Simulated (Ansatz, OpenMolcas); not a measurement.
C2H5F: a line through the functionals

C2H5F: 8 atoms, total charge 0, spin state singlet. As SMILES, `CCF`. Geometry: relaxed at PBE0-D4/def2-TZVP.

The HOMO–LUMO gap y, in eV, basis aug-cc-pVDZ; a is the functional's share of exact exchange. Programs: Ansatz 0.2.0, OpenMolcas 26.06.

```
functional     program     a  y (eV)
      TPSS  OpenMolcas     0    7.52
      BLYP      Ansatz     0    7.12
     B3LYP      Ansatz   0.2    8.91
      PBE0      Ansatz  0.25       ?
   r2SCAN0      Ansatz  0.25   10.12
     BHLYP      Ansatz   0.5   11.24
```

Question: Fit y = c + s·a to the known rows and predict PBE0.

Answer: 
1. Means of the 5 rows: a = 0.1900, y = 8.982.
2. Σ(Δa)² = 0.172, Σ(Δa·Δy) = 1.3991, so the slope is 1.3991/0.172 = 8.1343.
3. Intercept: 8.982 − (8.1343) × 0.1900 = 7.436. The largest residual of the fit is 0.65.
4. PBE0: 7.436 + (8.1343) × 0.25 = 9.47 eV.

The run gave 9.38 eV, so the prediction is off by +0.09 eV, within the scatter of the fit. Exact exchange lowers occupied levels and raises empty ones.
